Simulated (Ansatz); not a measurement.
HF⁺, doublet: the ladder up to UCCSDT(Q)

Geometry: that of the HF, singlet, kept fixed.

```yaml
atoms:
  - { symbol: F, position_ang: [0.0000, 0.0000, 0.0000] }
  - { symbol: H, position_ang: [0.0000, 0.0000, 0.9200] }
```

Basis cc-pVTZ; Ansatz 0.2.0. Only valence electrons are correlated (noble-gas cores frozen), which leaves 7 electrons in 43 orbitals. R marks a restricted (for open shells ROHF) determinant, U an unrestricted one. Active spaces: valence = (7e, 5o) chosen from the atoms' valence shells.

Full CI isn't at hand for all of this; UCCSDT(Q) serves as the reference, and is uncertain by about the last step of the cluster series. The frozen core follows each run's orbitals, which can shift R against U totals by a few meV.

For open shells CISD is restricted-active-space CI with the open shells as a complete middle space.

* UHF ⟨S²⟩: 0.754
* T1 diagnostic (RCCSD): 0.0110
* largest doubles amplitude (RCCSD): 0.028
* T1 diagnostic (UCCSD): 0.0059

```csv
level,E − E(UCCSDT(Q)) (kcal/mol),share of correlation (%),wall time
RHF,140.54,0.00,–
UHF,137.36,2.26,–
RMP2,10.49,92.54,–
UMP2,10.66,92.41,–
CISD,5.57,96.04,2.9 s
RCCSD,2.66,98.11,–
UCCSD,2.60,98.15,–
RCCSD(T),0.22,99.84,4.7 s
UCCSD(T),0.18,99.87,6 s
BCCD(T),0.22,99.84,3.8 s
RCCSDT,0.09,99.94,–
UCCSDT,0.05,99.96,–
RCCSDT(Q),0.04,99.97,60 s
CASSCF (valence space),126.32,10.12,–
NEVPT2 (valence space),15.92,88.67,1.3 s
MRCISD (valence space),4.48,96.81,–
MRCISD+Q (valence space),0.72,99.49,2.2 s
```

The correlation energy at UCCSDT(Q), counted from RHF, is -6.094 eV. That run took 52 s on 1 thread of AMD EPYC, shared host.

Times hold each run's SCF and search for its determinant on a shared host, so for small cases they say little of a method's own cost; they ran on 1 thread of AMD EPYC.

Natural occupations of CASSCF (valence space) about the gap: 2.000 1.999 1.985 1.000 0.016; effectively unpaired electrons, Σ n²(2−n)², 1.00.
